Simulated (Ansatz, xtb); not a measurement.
**Relative energy of two isomers of C3H4N2S**

Structure a is `Cc1ncns1`, a singlet and structure b is `Sc1cn[nH]c1`, a singlet. Both are isolated molecules in the gas phase, relaxed with PBE0-D3(BJ)/def2-SVP; the shapes shown needn't be the lowest conformers.

a (Å):

```xyz
10

C    -2.6077   -0.1108    1.2749
C    -1.1724   -0.1019    0.8866
C     0.9490    0.3666    0.8667
N    -0.2493    0.6257    1.4550
N     1.0268   -0.4999   -0.1105
S    -0.5025   -1.0850   -0.3701
H    -2.9437    0.9195    1.4574
H    -2.7406   -0.6747    2.2116
H    -3.2410   -0.5678    0.5031
H     1.8514    0.8831    1.2057
```

b (Å):

| atom | x (Å) | y (Å) | z (Å) |
| --- | --- | --- | --- |
| C | -1.1670 | 0.1625 | 1.5337 |
| C | -1.9011 | 0.5452 | 0.3825 |
| C | 0.0200 | -0.3417 | 1.0259 |
| N | -1.2303 | 0.2879 | -0.7276 |
| N | -0.0799 | -0.2409 | -0.3156 |
| S | -1.5899 | 0.3702 | 3.2292 |
| H | -2.3659 | -0.7310 | 3.3544 |
| H | -2.8920 | 0.9962 | 0.3427 |
| H | 0.6117 | -0.5131 | -1.0025 |
| H | 0.8961 | -0.7482 | 1.5262 |

Quicker runs give these differences E(b) − E(a): GFN2-xTB +0.694 eV; HF/STO-3G +0.792 eV (at GFN2-xTB geometries); r2SCAN-D4/def2-SVP +0.537 eV (at GFN2-xTB geometries).

**Question.** Estimate E(b) − E(a) at the level CCSD(T)/def2-SVP + ΔMP2/def2-TZVPP.

**Answer.** Calculated at CCSD(T)/def2-SVP + ΔMP2/def2-TZVPP: E(b) − E(a) = +0.742 eV, so structure a lies lower.

The same difference at several levels:

| level | geometry | E(b) − E(a) (eV) | departure from the last row (eV) | job, with rough time for the two |
| --- | --- | --- | --- | --- |
| GFN2-xTB | GFN2-xTB | +0.694 | −0.047 | optimisation, 0.15 s |
| HF/STO-3G | GFN2-xTB | +0.792 | +0.051 | single point, 0.58 s |
| r2SCAN-D4/def2-SVP | GFN2-xTB | +0.537 | −0.205 | single point, 4.1 s |
| PBE0-D3(BJ)/def2-SVP | PBE0-D3(BJ)/def2-SVP | +0.383 | −0.358 | optimisation, 3.2 min |
| HF/def2-SVP | PBE0-D3(BJ)/def2-SVP | +0.374 | −0.367 | part of the CCSD(T) run |
| MP2/def2-SVP | PBE0-D3(BJ)/def2-SVP | +0.449 | −0.293 | part of the CCSD(T) run |
| CCSD(T)/def2-SVP | PBE0-D3(BJ)/def2-SVP | +0.500 | −0.242 | single point |
| CCSD(T)/def2-SVP + ΔMP2/def2-TZVPP | PBE0-D3(BJ)/def2-SVP | +0.742 |  | single point, 41 s |

As drawn, b has 1 C–S, 2 C∷C, 1 N∷N, 1 S–H, 1 N–H in place of 1 C–C, 1 C∷N, 1 N∷S, 1 C∷S, 2 C–H (∷ is an aromatic bond).

The levels shown agree on the order. The largest departure from CCSD(T)/def2-SVP + ΔMP2/def2-TZVPP is that of HF/def2-SVP, 0.367 eV. The last row adds to CCSD(T) the change of the MP2 difference between the two basis sets, here +0.242 eV, a large step that makes the value less sure.

With harmonic frequencies from PBE0-D3(BJ)/def2-SVP (ideal gas, rigid rotor, one conformer each, 298.15 K, 1 atm): on the last row, ΔE + ΔZPE = +0.733 eV. A mode under 50 cm⁻¹ makes harmonic enthalpies and free energies unreliable, so none is given.

The correlated steps freeze 10 core orbitals. Run with Ansatz 0.2.0, xtb 6.7.1; the last row on 2 threads of Intel(R) Xeon(R) Processor @ 2.70GHz on a shared host.
